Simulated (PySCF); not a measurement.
methane (CH4), SMILES C. Geometry optimised at PBE0-D3(BJ)/def2-TZVPD.

PySCF with TDA-PBE/def2-TZVPD puts the lowest singlet excitations at 9.56, 9.56, 9.56, 11.65, 11.65, 11.65 eV and the lowest triplet (TDA) at 9.20 eV.

Problem. What are the lowest singlet roots from EOM-CCSD/aug-cc-pVDZ (PySCF 2.14.0)? (The exact figures need the calculation; the answer reports its results.)

Solution. 10.52, 10.52, 10.52, 11.81, 11.81, 11.81 eV; triplets 10.10, 10.10, 10.10 eV. S1 differs by 0.96 eV (second minus first; roots are paired by order, and the bases may differ).
